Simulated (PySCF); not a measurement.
**Spin-rotation constants: `C[C@@H]1C[C@@H]1CF`, C₅H₉F**

Geometry:
```
atom   x (Å)   y (Å)   z (Å)
  C1   1.552  -0.753  -0.144
  C2   0.794   0.550  -0.146
  C3   0.087   1.029   1.083
  C4  -0.712   0.614  -0.126
  C5  -1.568  -0.620  -0.047
  F6  -2.580  -0.445   0.877
  H7   1.157  -1.445   0.594
  H8   1.508  -1.227  -1.124
  H9   2.597  -0.568   0.097
 H10   1.270   1.311  -0.755
 H11   0.064   0.370   1.938
 H12   0.122   2.075   1.344
 H13  -1.171   1.413  -0.696
 H14  -2.057  -0.837  -1.002
 H15  -1.006  -1.495   0.290
```

Level of theory: GIAO B3LYP/pcSseg-1 magnetisability, rotational g tensor and spin-rotation constants, non-relativistic, gas phase in PySCF 2.14.0. Geometry: GFN2-xTB, dihedral held. The dihedral C2–C4–C5–F6 is held at 135°.

Problem. Give the nuclear spin-rotation constants along the inertial axes (H = +C I·J) beside the isotropic shieldings.

Solution. Rotational constants 6.6995, 2.2552, 1.9753 GHz. A star marks the isotopologue with that one atom substituted, in its own axes.
| atom | isotope | Caa (kHz) | Cbb (kHz) | Ccc (kHz) | mean (kHz) | σ (ppm) |
| --- | --- | --- | --- | --- | --- | --- |
| F6 | 19F | 2.212 | 0.728 | 0.744 | 1.228 | 412.7 |
| H7 | 1H | -0.483 | -0.246 | -0.065 | -0.265 | 31.3 |
| H8 | 1H | -0.723 | -0.085 | -0.102 | -0.303 | 30.5 |
| H9 | 1H | 0.073 | -0.242 | -0.189 | -0.119 | 30.2 |
| H10 | 1H | -0.381 | -0.210 | -0.106 | -0.232 | 30.8 |
| H11 | 1H | -0.750 | -0.248 | 0.006 | -0.331 | 31.6 |
| H12 | 1H | -0.751 | 0.033 | -0.219 | -0.312 | 31.0 |
| H13 | 1H | -0.669 | -0.179 | -0.041 | -0.296 | 30.6 |
| H14 | 1H | -0.588 | -0.124 | 0.032 | -0.227 | 26.5 |
| H15 | 1H | -0.611 | -0.086 | -0.034 | -0.244 | 27.6 |
| C1 | 13C* | 1.049 | 0.306 | 0.292 | 0.549 | 164.7 |
| C2 | 13C* | 1.242 | 0.277 | 0.252 | 0.591 | 166.2 |
| C3 | 13C* | 0.933 | 0.321 | 0.284 | 0.513 | 168.4 |
| C4 | 13C* | 1.220 | 0.256 | 0.321 | 0.599 | 161.7 |
| C5 | 13C* | 1.476 | 0.578 | 0.568 | 0.874 | 93.4 |

For the geometry as given, no vibrational averaging.
